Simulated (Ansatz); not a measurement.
**C₂H₅N: taking an electron away**

An exercise on one series of results from a longer session: the logs are not shown, and one member is left open.

The runs use Ansatz 0.2.0, Gaussian basis; unrestricted cation, the program's frozen cores in correlated methods.

Levels to be run: UKS PBE-D4/def2-TZVPP; UKS r2SCAN-D4/def2-TZVPP; UKS PBE0-D4/def2-TZVPP; UKS B3LYP-D4/def2-TZVPP; UKS wB97X-V/def2-TZVPP; UKS wB97M-V/def2-TZVPP; UKS B2PLYP/def2-TZVPP; UHF-CCSD(T)/def2-TZVPP; UHF-MP2/def2-QZVPP; extrapolation to the limit; then −ε(HOMO) from the neutral's earlier runs with LDA (SPW92), PBE-D4, revPBE-D4, BLYP-D4, r2SCAN-D4, B97M-V, PBE0-D4, B3LYP-D4, r2SCANh-D4, r2SCAN0-D4, HSE06-D4, BHLYP-D4, CAM-B3LYP-D4, LC-ωPBE, ωB97X-V, ωB97M-V.

### Structure used throughout

An earlier PBE0-D4 in a triple-zeta def2 set relaxation fixed the geometry.

SMILES `CC=N`, 8 atoms, charge 0, spin multiplicity 1.

Atoms are counted from 1 here; the program's logs count them from 0.

Bond lengths: C1–C2 1.493 Å, C1–H4 1.094 Å, C1–H5 1.092 Å, C1–H6 1.094 Å, C2–N3 1.263 Å, C2–H7 1.095 Å, N3–H8 1.023 Å. Angles: C2–C1–H4 110.3°, C2–C1–H5 111.6°, C2–C1–H6 110.3°, H4–C1–H5 109.0°, H4–C1–H6 106.6°, H5–C1–H6 109.0°, C1–C2–N3 127.9°, C1–C2–H7 115.5°, N3–C2–H7 116.6°, C2–N3–H8 110.6°.

Coordinates:

```mol
C2H5N
  3D, bonds by distance, orders not assigned

  8  7  0  0  0  0  0  0  0  0999 V2000
   -0.4712    0.5919   -0.3160 C   0  0
    0.6631   -0.1710    0.2843 C   0  0
    0.6978   -1.3950    0.5936 N   0  0
   -0.1684    1.0328   -1.2707 H   0  0
   -1.3423   -0.0454   -0.4802 H   0  0
   -0.7567    1.4228    0.3364 H   0  0
    1.5719    0.4097    0.4765 H   0  0
   -0.1942   -1.8457    0.3761 H   0  0
  1  2  8  0
  2  3  8  0
  1  4  8  0
  1  5  8  0
  1  6  8  0
  2  7  8  0
  3  8  8  0
M  END
```

The first run:

Input file in.yaml:

```yaml
crystal:
  periodic: [false, false, false]
  atoms:
    - {symbol: C, position_ang: [-0.471237, 0.591918, -0.316012]}
    - {symbol: C, position_ang: [0.663095, -0.171006, 0.284328]}
    - {symbol: N, position_ang: [0.697827, -1.394971, 0.593586]}
    - {symbol: H, position_ang: [-0.168376, 1.032767, -1.270717]}
    - {symbol: H, position_ang: [-1.342334, -0.045425, -0.480240]}
    - {symbol: H, position_ang: [-0.756718, 1.422792, 0.336430]}
    - {symbol: H, position_ang: [1.571915, 0.409661, 0.476491]}
    - {symbol: H, position_ang: [-0.194161, -1.845738, 0.376134]}
basis:
  gaussian: {orbitals: def2-TZVPP}
total_charge: 1
magnetization: {spin_polarized: true, initial_magnetization: 1}
hamiltonian: {xc: pbe, dispersion: d4}
```

Among the steps run: Cation, UKS PBE-D4/def2-TZVPP; Cation, UKS r2SCAN-D4/def2-TZVPP; Cation, UKS PBE0-D4/def2-TZVPP; Cation, UKS B3LYP-D4/def2-TZVPP; Cation, UKS wB97X-V/def2-TZVPP; Cation, UKS wB97M-V/def2-TZVPP; Cation, UKS B2PLYP (frozen core)/def2-TZVPP; Cation, UHF-CCSD(T)/def2-TZVPP; Cation, UHF-MP2/def2-QZVPP.

One of the session's tables, all rows but one given; the rest of the session is left out.

For comparison, −ε(HOMO) of the neutral from earlier runs:

| functional | −ε(HOMO) (eV) |
| --- | --- |
| LDA (SPW92) | 6.08 |
| PBE-D4 | 6.01 |
| revPBE-D4 | 5.98 |
| BLYP-D4 | 5.93 |
| r2SCAN-D4 | 6.33 |
| B97M-V | 6.54 |
| PBE0-D4 | 7.56 |
| B3LYP-D4 | 7.33 |
| r2SCANh-D4 | ? |
| r2SCAN0-D4 | 7.77 |
| HSE06-D4 | 7.15 |
| BHLYP-D4 | 9.05 |
| CAM-B3LYP-D4 | 9.02 |
| LC-ωPBE | 10.38 |
| ωB97X-V | 10.05 |
| ωB97M-V | 9.97 |

**Question.** Estimate the row for r2SCANh-D4.

Worked estimate for «−ε(HOMO) (eV)». Against the share of exact exchange, r2SCAN-D4 (0, 6.33), r2SCAN0-D4 (0.25, 7.77) give a slope of 5.76 per unit share; at 0.1 the line stands at 6.91.

The run gave: −ε(HOMO) (eV): 6.90. In «−ε(HOMO) (eV)» the line misses by +0.01.
